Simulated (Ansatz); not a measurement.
# H4SSi: the cost of one run

The runs use Ansatz 0.2.0, Gaussian basis; PBE0-D4/def2-TZVP structures, single points in def2-TZVPP, no counterpoise correction.

Levels: SPW92, PBE-D4, BLYP-D4, r2SCAN-D4, B97M-V, PBE0-D4, B3LYP-D4, r2SCAN0-D4, BHLYP-D4, CAM-B3LYP-D4, wB97X-V, wB97M-V, B2PLYP, PBE-QIDH, RPA on PBE, Hartree-Fock, MP2, CCSD, CCSD(T).

Correlated methods freeze the cores. B3LYP uses VWN-RPA correlation. B2PLYP carries no dispersion term here.

94 further runs of the same task are left out: 94 set aside as unsound or not needed.

### 1 The system as given

The complex: 11 atoms, charge 0, spin multiplicity 1.

Atoms are counted from 1 here; the program's logs count them from 0.

Bond lengths: Si1–H3 1.485 Å, Si1–H4 1.484 Å, Si1–H5 1.483 Å, Si1–S7 2.138 Å, C2–H6 1.090 Å, C2–H8 1.090 Å, C2–H9 1.090 Å, C2–H10 1.090 Å, S7–H11 1.344 Å. Angles: H3–Si1–H4 108.9°, H3–Si1–H5 110.0°, H3–Si1–S7 111.5°, H4–Si1–H5 110.0°, H4–Si1–S7 111.7°, H5–Si1–S7 104.8°, H6–C2–H8 109.4°, H6–C2–H9 109.6°, H6–C2–H10 109.8°, H8–C2–H9 109.5°, H8–C2–H10 109.2°, H9–C2–H10 109.3°, Si1–S7–H11 94.7°.

As a file:

```
atom     x (Å)     y (Å)     z (Å)
 Si1  -0.57552   1.77619  -0.92463
  C2   0.18039  -1.76857   1.20134
  H3  -1.37781   1.34001  -2.09554
  H4  -1.12195   1.13445   0.29733
  H5  -0.63554   3.25152  -0.79159
  H6   0.84842  -0.90804   1.17538
  S7   1.49920   1.33485  -1.18931
  H8  -0.64064  -1.56814   1.88894
  H9   0.73010  -2.64738   1.53709
 H10  -0.22284  -1.95367   0.20522
 H11   1.31618   0.00878  -1.30422
```

Its parts: SiH4S holds atoms 1, 3, 4, 5, 7, 11; CH4 holds atoms 2, 6, 8, 9, 10. Each part counts its atoms afresh in its own runs.

### 2 Relaxing SiH4S alone

The input, relax-a/in.yaml:

```yaml
crystal:
  periodic: [false, false, false]
  atoms:
    - {symbol: Si, position_ang: [-0.575520, 1.776195, -0.924635]}
    - {symbol: H, position_ang: [-1.377811, 1.340013, -2.095539]}
    - {symbol: H, position_ang: [-1.121947, 1.134453, 0.297328]}
    - {symbol: H, position_ang: [-0.635537, 3.251516, -0.791586]}
    - {symbol: S, position_ang: [1.499196, 1.334853, -1.189310]}
    - {symbol: H, position_ang: [1.316183, 0.008778, -1.304218]}
basis:
  gaussian: {orbitals: def2-TZVP}
hamiltonian: {xc: pbe0, dispersion: d4}
relax: {f_tol: 0.005, max_steps: 200}
```

The run is started by

```
ansatz run in.yaml --threads 4 --pin off --events-out ev --progress --plain --max-ram 9574MiB
```

**Question.** How long does this run take on 4 threads of Intel Xeon Platinum 8488C, shared host?

About 1.6 s.
